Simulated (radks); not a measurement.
**O³⁺ in [He] 2s1.5 2p1 3s0.5: an all-electron calculation**

What are the levels of the oxygen ion O3+, how large are its shells, and how does its energy divide?

The numbers are computed with radks (a radial shooting solver on a logarithmic mesh, Libxc functionals) version 1 (scalar-relativistic Kohn-Sham, r2SCAN, spin-unpolarised, spherical densities, finite nucleus), except any that are marked as measured or tabulated.

### Step 1. What is computed

| Quantity | Value |
| --- | --- |
| element | oxygen (Z = 8) |
| charge | +3 |
| electrons | 5 |
| configuration | [He] 2s1.5 2p1 3s0.5 |
| nuclear rms radius | 2.6991 fm |

### Step 2. The run

The run's settings:

```text
Z 8
configuration [He] 2s1.5 2p1 3s0.5 3p0 4s0
relativity scalar-relativistic
functional r2scan,r2scan
spin unpolarised
nucleus finite rms 2.6991 fm
c 137.035999084
```

Command:

```bash
$ python run_ks.py task.json out
```

The same process makes all the runs of this session.

What does the calculation give?

As calculated:

| quantity | value |
| --- | --- |
| total energy | -70.12193 hartree |
| exchange-correlation share of it | 9.11 % |
| −T/E | 0.9998 |
| highest occupied level | 3s, -26.600 eV |
| most extended occupied level | 3s, <r> = 2.68 bohr |
| radius at density 0.001 e/bohr³ | 3.38 bohr |
| maxima of the radial density | 2 |

**Reading.** 3 principal shells are occupied and 2 maxima appear in the radial density; where shells overlap, one shows as a shoulder or not at all. This is not the tabulated ground configuration, so its levels and sizes aren't those of the ground state, and no measured value stands beside it.
